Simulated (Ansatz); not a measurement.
**Thallium, hcp under r²SCAN: how the Gaussian smearing moves the result**

How small must the Gaussian smearing width be for energy and pressure to settle? The geometry was relaxed under r²SCAN beforehand and stays fixed; 7 values are run, from 0.01 to 1.0 eV. Wanted are the values from which on the energy stays within 10 and 1 meV/atom, and the pressure within 0.5 GPa, of the narrowest run. Within the series other settings stay, but some runs also write fields, which adds to their time. Spin polarisation is left out.

Computed with Ansatz 0.2.0 (DFT r²SCAN, plane waves with PAW, scalar-relativistic, unless a step says otherwise).

### Step 1. The starting structure

Symmetry: P6_3/mmc, No. 194, hexagonal system. The conventional cell has a = 3.539 Å, b = 3.539 Å, c = 5.562 Å, α = 90.00°, β = 90.00°, γ = 120.00°. Tl (site symmetry -6m2) has 12 Tl at 3.45 to 3.54 Å as nearest neighbours.

As a file:

```
CELL_PARAMETERS angstrom
3.53901 0.00000 0.00000
-1.76951 3.06487 0.00000
0.00000 0.00000 5.56249
ATOMIC_POSITIONS crystal
Tl 0.33333 0.66667 0.25000
Tl 0.66667 0.33333 0.75000
```

### Step 2. With a width of 0.01 eV

The run at 0.01 eV.

File input.yaml:

```yaml
crystal:
  lattice:
    - [3.5390101918, 0.0, 0.0]
    - [-1.7695050959, 3.0648727304, 0.0]
    - [0.0, 0.0, 5.5624920705]
  atoms:
    - { symbol: Tl, position: [0.3333333333, 0.6666666667, 0.25] }
    - { symbol: Tl, position: [0.6666666667, 0.3333333333, 0.75] }
hamiltonian:
  xc: r2scan
  pseudopotentials:
    kind: paw
    azcp:
      Tl: "pseudopotentials/Tl.paw.azcp"
basis:
  ecutwfc: 500
  fft_grid_basis: typed
kpoints:
  mp_grid: { grid: [10, 10, 6], shift: [0, 0, 0] }
magnetization:
  spin_polarized: false
scf:
  occupations: { method: gaussian, width: 0.01 }
  lower_state_search: "off"
output:
  stress: true
```

Command:

```sh
> ansatz run input.yaml --threads 2 --pin off --max-ram 5120MiB --backend cpu --events-out ev --progress --plain --runs-dir out
```

### Step 3. With a width of 0.03 eV

The run at 0.03 eV.

Changes to input.yaml since step 2:

```diff
@@ -22,3 +22,3 @@
 scf:
-  occupations: { method: gaussian, width: 0.01 }
+  occupations: { method: gaussian, width: 0.03 }
   lower_state_search: "off"
@@ -26 +26,5 @@
   stress: true
+  write_density: true
+  write_potential: true
+  elf: true
+  volumetric_format: npy
```

### Step 4. With a width of 0.1 eV

The run at 0.1 eV.

Changes to input.yaml since step 3:

```diff
@@ -22,3 +22,3 @@
 scf:
-  occupations: { method: gaussian, width: 0.03 }
+  occupations: { method: gaussian, width: 0.1 }
   lower_state_search: "off"
@@ -26,5 +26 @@
   stress: true
-  write_density: true
-  write_potential: true
-  elf: true
-  volumetric_format: npy
```

### Step 5. With a width of 0.2 eV

The run at 0.2 eV.

Changes to input.yaml since step 4:

```diff
@@ -22,3 +22,3 @@
 scf:
-  occupations: { method: gaussian, width: 0.1 }
+  occupations: { method: gaussian, width: 0.2 }
   lower_state_search: "off"
@@ -26 +26,5 @@
   stress: true
+  write_density: true
+  write_potential: true
+  elf: true
+  volumetric_format: npy
```

### Step 6. With a width of 0.3 eV

The run at 0.3 eV.

Changes to input.yaml since step 5:

```diff
@@ -22,3 +22,3 @@
 scf:
-  occupations: { method: gaussian, width: 0.2 }
+  occupations: { method: gaussian, width: 0.3 }
   lower_state_search: "off"
@@ -26,5 +26 @@
   stress: true
-  write_density: true
-  write_potential: true
-  elf: true
-  volumetric_format: npy
```

### Step 7. With a width of 0.6 eV

The run at 0.6 eV.

Changes to input.yaml since step 6:

```diff
@@ -22,3 +22,3 @@
 scf:
-  occupations: { method: gaussian, width: 0.3 }
+  occupations: { method: gaussian, width: 0.6 }
   lower_state_search: "off"
@@ -26 +26,5 @@
   stress: true
+  write_density: true
+  write_potential: true
+  elf: true
+  volumetric_format: npy
```

### Step 8. With a width of 1.0 eV

The run at 1.0 eV.

Changes to input.yaml since step 7:

```diff
@@ -22,3 +22,3 @@
 scf:
-  occupations: { method: gaussian, width: 0.6 }
+  occupations: { method: gaussian, width: 1.0 }
   lower_state_search: "off"
```

(Steps that only read results are left out.)

**Question.** What will these runs give?

As calculated:

```
                                          quantity                       value
      E(σ → 0) stays within 10 meV/atom of 0.01 eV                up to 1.0 eV
                  E(σ → 0) stays within 1 meV/atom                up to 0.1 eV
                     pressure stays within 0.5 GPa                up to 0.6 eV
                               pressure at 0.01 eV                   -0.16 GPa
energy of a separate run on a finer mesh (17×17×9)  +0.3 meV/atom from 0.01 eV
```

In words: At 1.0 eV the energy differs by +2.1 meV/atom and the pressure by +0.8 GPa. The free energy F moves by -119.5 meV/atom over the range, and the estimate for σ → 0 by +2.1. In theory F falls as the square of the width under this scheme, but here the ratio is not steady: the mesh at narrow widths, or a density of states that varies over the wide ones, can both cause that. The mesh (10×10×6) is fixed, so the narrowest widths carry a k-point error of their own. A run on a finer mesh agrees with the yardstick to 1 meV/atom. The cell taken over is 8 % larger than the measured one (28.04 Å³/atom, COD).
